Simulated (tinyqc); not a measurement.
Inside a calculation (part 2 of 2). Method: RHF in the sto-6g basis, for H2O, spin multiplicity 1. Computed by tinyqc, a small Python program that keeps every step (integrals from PySCF). Command: `OMP_NUM_THREADS=1 python tinyqc.py 29042 29043 out.jsonl` (the two numbers bound the seeds that draw the settings). One thread of a shared host (Intel(R) Xeon(R) Processor @ 2.60GHz), about 0.1 s of CPU time with the checks.

Geometry (angstrom):
```
atom        x         y        z
O     0.00000   0.00000  0.00000
H     0.00000   1.05200  0.64000
H     0.00000  -1.03400  0.62800
```

## Iteration 15 (converged): orbitals

converged F (hartree), order 1O 1s, 1O 2s, 1O 2px, 1O 2py, 1O 2pz, 2H 1s, 3H 1s:
```
[[-20.52018, -4.96251, 0.00000, 0.00038, -0.02191, -0.63861, -0.67121],
 [-4.96251, -2.27990, 0.00000, 0.00314, -0.03786, -0.63175, -0.65549],
 [0.00000, 0.00000, -0.38476, 0.00000, 0.00000, 0.00000, 0.00000],
 [0.00038, 0.00314, 0.00000, -0.18575, 0.00366, -0.33852, 0.34632],
 [-0.02191, -0.03786, 0.00000, 0.00366, -0.23224, -0.25544, -0.25957],
 [-0.63861, -0.63175, 0.00000, -0.33852, -0.25544, -0.31336, -0.13777],
 [-0.67121, -0.65549, 0.00000, 0.34632, -0.25957, -0.13777, -0.32798]]
```

X, order 1O 1s, 1O 2s, 1O 2px, 1O 2py, 1O 2pz, 2H 1s, 3H 1s:
```
[[1.02200, -0.12908, 0.00000, 0.00023, -0.00437, 0.01512, 0.01560],
 [-0.12908, 1.11189, 0.00000, -0.00266, 0.04217, -0.17558, -0.18399],
 [0.00000, 0.00000, 1.00000, 0.00000, 0.00000, 0.00000, 0.00000],
 [0.00023, -0.00266, 0.00000, 1.05797, -0.00110, -0.14744, 0.15263],
 [-0.00437, 0.04217, 0.00000, -0.00110, 1.01954, -0.08200, -0.08522],
 [0.01512, -0.17558, 0.00000, -0.14744, -0.08200, 1.08235, -0.03487],
 [0.01560, -0.18399, 0.00000, 0.15263, -0.08522, -0.03487, 1.08850]]
```

Diagonalise F' = X^T F X, C = X C', fill 5 alpha and 5 beta electrons from the bottom; D = 2 C_occ C_occ^T. Each column has its largest component positive (the first on a tie).

F' = X^T F X (hartree):
```
[[-20.19776, -2.49490, 0.00000, 0.00076, -0.03916, -0.06674, -0.07383],
 [-2.49490, -1.30763, 0.00000, -0.00233, 0.07930, -0.32602, -0.33936],
 [0.00000, 0.00000, -0.38476, 0.00000, 0.00000, 0.00000, 0.00000],
 [0.00076, -0.00233, 0.00000, 0.00129, 0.00077, -0.35683, 0.36528],
 [-0.03916, 0.07930, 0.00000, 0.00077, -0.15757, -0.24192, -0.24658],
 [-0.06674, -0.32602, 0.00000, -0.35683, -0.24192, -0.04475, -0.03579],
 [-0.07383, -0.33936, 0.00000, 0.36528, -0.24658, -0.03579, -0.04197]]
```

orbital energies (hartree): [-20.52300, -1.17522, -0.51379, -0.39651, -0.38476, 0.35227, 0.50787]

coefficients C, order 1O 1s, 1O 2s, 1O 2px, 1O 2py, 1O 2pz, 2H 1s, 3H 1s:
```
[[0.99696, -0.23268, -0.00344, 0.07262, 0.00000, 0.09086, 0.00551],
 [0.01344, 0.92626, 0.01907, -0.39673, 0.00000, -0.54973, -0.03646],
 [0.00000, 0.00000, 0.00000, 0.00000, 1.00000, 0.00000, 0.00000],
 [-0.00006, -0.00324, 0.59404, 0.01226, 0.00000, -0.03878, 0.89989],
 [0.00175, 0.05249, -0.01705, 0.76568, 0.00000, -0.68183, -0.03205],
 [-0.00222, 0.12238, 0.45023, 0.36586, 0.00000, 0.69766, -0.62766],
 [-0.00232, 0.12799, -0.46331, 0.34143, 0.00000, 0.64296, 0.69978]]
```

D after iteration 15, order 1O 1s, 1O 2s, 1O 2px, 1O 2py, 1O 2pz, 2H 1s, 3H 1s:
```
[[2.10670, -0.46199, 0.00000, -0.00092, 0.09038, -0.01134, -0.01142],
 [-0.46199, 2.03179, 0.00000, 0.00692, -0.51091, -0.04647, -0.05155],
 [0.00000, 0.00000, 2.00000, 0.00000, 0.00000, 0.00000, 0.00000],
 [-0.00092, 0.00692, 0.00000, 0.70609, -0.00182, 0.54309, -0.54291],
 [0.09038, -0.51091, 0.00000, -0.00182, 1.17864, 0.55775, 0.55208],
 [-0.01134, -0.04647, 0.00000, 0.54309, 0.55775, 0.70309, -0.13603],
 [-0.01142, -0.05155, 0.00000, -0.54291, 0.55208, -0.13603, 0.69523]]
```

## Convergence

Stop when the energy changes by less than 1e-09 hartree and every element of the error matrix X^T (F D S - S D F) X is below 9e-06.

Course of the cycle:
```
iteration  E (hartree)     change  largest element of the error matrix
1          -28.2952018          -                             3.24e-01
2          -74.3026881  -4.60e+01                             5.51e-01
3          -74.4913477  -1.89e-01                             5.80e-01
4          -74.3471967   1.44e-01                             5.60e-01
5          -74.3425168   4.68e-03                             5.60e-01
6          -74.2936500   4.89e-02                             5.38e-01
7          -75.2675688  -9.74e-01                             4.55e-01
8          -75.5834749  -3.16e-01                             3.93e-02
9          -75.5847919  -1.32e-03                             1.17e-02
10         -75.5850305  -2.39e-04                             5.19e-03
11         -75.5850849  -5.44e-05                             2.06e-03
12         -75.5850952  -1.03e-05                             3.42e-04
13         -75.5850955  -2.30e-07                             6.14e-05
14         -75.5850955  -1.31e-08                             2.70e-06
15         -75.5850955  -2.30e-11                             3.51e-07
```

PySCF RHF in the same basis = -75.5850955 hartree

Converged in 15 iterations.

## Populations, bond orders and dipole

overlap S, order 1O 1s, 1O 2s, 1O 2px, 1O 2py, 1O 2pz, 2H 1s, 3H 1s:
```
[[1.00000, 0.23114, 0.00000, 0.00000, 0.00000, 0.02945, 0.03096],
 [0.23114, 1.00000, 0.00000, 0.00000, 0.00000, 0.31697, 0.32802],
 [0.00000, 0.00000, 1.00000, 0.00000, 0.00000, 0.00000, 0.00000],
 [0.00000, 0.00000, 0.00000, 1.00000, 0.00000, 0.24782, -0.25490],
 [0.00000, 0.00000, 0.00000, 0.00000, 1.00000, 0.15077, 0.15481],
 [0.02945, 0.31697, 0.00000, 0.24782, 0.15077, 1.00000, 0.10437],
 [0.03096, 0.32802, 0.00000, -0.25490, 0.15481, 0.10437, 1.00000]]
```

Mulliken: Z minus the diagonal of D S on the atom; Loewdin: the same with S^(1/2) D S^(1/2); Mayer order: 2 sum_s sum (D(s) S)_ij (D(s) S)_ji over the two atoms.

Charges (e):
```
atom  Mulliken   Loewdin
1O    -0.21986  -0.17014
2H     0.10749   0.08354
3H     0.11237   0.08660
```

Mayer bond orders:
```
pair    order
2-1   0.97131
3-1   0.97024
3-2   0.01713
```

dipole moment about the origin, x y z (debye): [0.00000, -0.01437, 1.34281]
